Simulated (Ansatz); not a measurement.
**BH3 (triplet): wave-function methods side by side, cc-pVTZ**

The task here is to estimate one member of a computed series from the others.

Method: cc-pVTZ, core rule «outside noble gas», up to 1 orbitals frozen; program: Ansatz 0.2.0, Gaussian basis.

The runs, in order: UHF; CCSD(T) on ROHF; CCSD(T) on UHF; BCCD(T) on ROHF; CCSDT(Q) on ROHF; CCSDT(Q) on UHF; CASSCF and MRCISD+Q, 6 electrons in 7 orbitals; CASSCF and NEVPT2, 6 electrons in 7 orbitals.

38 further runs of the same task are left out: 8 for a known fault of the program, 12 that didn't finish, 18 set aside as unsound or not needed.

## The geometry

The geometry is a PBE0/def2-TZVP stationary point (not a proven minimum).

4 atoms, charge 0, spin multiplicity 3.

Atoms are counted from 1 here; the program's logs count them from 0.

Bond lengths: B1–H2 1.281 Å, B1–H3 1.186 Å, B1–H4 1.281 Å. Angles: H2–B1–H3 117.7°, H2–B1–H4 49.8°, H3–B1–H4 117.7°.

Set-up of the first run:

Input file in.yaml:

```yaml
crystal:
  periodic: [false, false, false]
  atoms:
    - {symbol: B, position_ang: [-0.114887, 0.000009, 0.089052]}
    - {symbol: H, position_ang: [0.311423, 0.539087, -0.991887]}
    - {symbol: H, position_ang: [0.609492, -0.000048, 1.028622]}
    - {symbol: H, position_ang: [0.311340, -0.539134, -0.991888]}
basis:
  gaussian: {orbitals: cc-pVTZ}
magnetization: {spin_polarized: true, initial_magnetization: 2}
hamiltonian: {xc: hf}
output: {orbitals: {seedname: orbitals}}
```

The run is started by

```bash
$ ansatz run in.yaml --threads 1 --pin off --events-out ev --progress --plain --max-ram 2393MiB
```

Steps of the session up to this table: UHF; CCSD(T) on ROHF; CCSD(T) on UHF; BCCD(T) on ROHF; CCSDT(Q) on ROHF; CCSDT(Q) on UHF; CASSCF and MRCISD+Q, 6 electrons in 7 orbitals; CASSCF and NEVPT2, 6 electrons in 7 orbitals.

One of the session's tables, all rows but one given; the rest of the session is left out.

| method | from UCCSDT(Q) (kJ/mol) |
| --- | --- |
| ROHF | +343.2 |
| UHF | +335.2 |
| RMP2 | ? |
| UMP2 | +62.8 |
| RCCSD | +10.5 |
| UCCSD | +10.3 |
| RCCSD(T) | +1.7 |
| UCCSD(T) | +1.7 |
| BCCD(T) | +1.7 |
| RCCSDT | +0.2 |
| UCCSDT | +0.2 |
| RCCSDT(Q) | 0.0 |
| UCCSDT(Q) | 0 |
| CASSCF valence | +229.8 |
| NEVPT2 valence | +54.5 |
| MRCISD valence | +9.8 |
| MRCISD+Q valence | +1.4 |

Q: Estimate the row for RMP2 from the others.

**Answer.** from UCCSDT(Q) (kJ/mol): +61.9. In the column «from UCCSDT(Q) (kJ/mol)» it lies between NEVPT2 valence (+54.5) and UMP2 (+62.8).

With the free atoms at the same levels and basis (separate runs), the atomisation energy is 8.159 eV at UCCSDT(Q), 8.153 eV at RCCSD(T), 8.152 eV at UCCSD(T), 6.517 eV at ROHF.

Limits of these values: Restricted and unrestricted rows rest on different reference determinants; where their highest levels disagree by more than a few hundredths of an eV, they describe different states and don't form one ladder.
